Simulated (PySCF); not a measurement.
**Working out the electron affinity of Cl**

Cl- [Ar] (1S) → Cl [Ne] 3s2 3p5 (2P). Computed with PySCF 2.14 in aug-cc-pwCVDZ, with the non-relativistic Hamiltonian (point nucleus). Frozen: 1s2. Energies in hartree (1 hartree = 27.21139 eV):

```json
{"part": "UHF", "Cl- (lower)": "-459.563650", "Cl (upper)": "-459.473211"}
{"part": "CCSD correlation", "Cl- (lower)": "-0.322464", "Cl (upper)": "-0.289384"}
{"part": "(T)", "Cl- (lower)": "-0.006055", "Cl (upper)": "-0.003917"}
```

Q: What does Hartree-Fock give?

A: (-459.473211) − (-459.563650) = 0.090439 hartree = 2.461 eV.

Q: What do CCSD and CCSD(T) give?

A: The CCSD correlation energies differ by 0.033080 hartree = 0.900 eV and the triples by 0.002138 hartree = 0.058 eV, so CCSD gives 3.361 eV and CCSD(T) 3.419 eV.

A first-order spin-orbit estimate adds -0.034 eV to CCSD(T) (valence and next inner shell), giving 3.385 eV against 3.613 eV (measured; photodetachment measurements, as compiled on the Wikipedia data page of electron affinities).

A double-zeta basis recovers only part of the correlation energy.

What remains against the reference includes basis incompleteness, the frozen core and higher excitations.
